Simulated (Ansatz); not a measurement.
## Fluorite CeO₂

Level of theory: RPBE (PAW; Ansatz, a quantum-chemistry and plane-wave program).

Run with plane-wave cutoff 520 eV, 12×12×12 k mesh, Fermi–Dirac smearing 0.01 eV, no spin polarisation, scalar-relativistic PAW data made under PBE.

Cell: relaxed at this level.

```
Property                                            Result
-------------------------------------------  -------------
equilibrium volume per atom                  13.91 Å³/atom
bulk modulus B0                                    160 GPa
lattice constant a                                 5.506 Å
band gap                                           1.84 eV
smallest direct gap on the k points sampled        1.92 eV
direct gap at Γ                                    2.65 eV
pressure derivative B′ of the bulk modulus             4.5
```

Measured, for comparison: band gap 3 eV (temperature not stated, no zero-point or thermal correction, O 2p to Ce 4f, our sources range from 3.00 to 3.20; as tabulated in Tran et al. (2019), arXiv:1908.01820); equilibrium volume per atom 13.06 Å³/atom, lattice constant a 5.391 Å (0 K, extrapolated to 0 K; as tabulated in Stimac et al. (2024), arXiv:2411.06536); bulk modulus 220 ± 9 GPa (room temperature, no zero-point or thermal correction, our sources range from 220 to 230; as tabulated in High Pressure Brillouin Spectroscopy and X-ray Diffraction of Cerium Dioxide …). Computed (rounded) less measured: equilibrium volume per atom +6.5 %, bulk modulus -27 % (-27 % to -30 % over the range), lattice constant a +2.1 %.

Spin–orbit coupling is not included.

Computed values are for the static lattice.

The result took about 50 core-seconds (a rough figure).
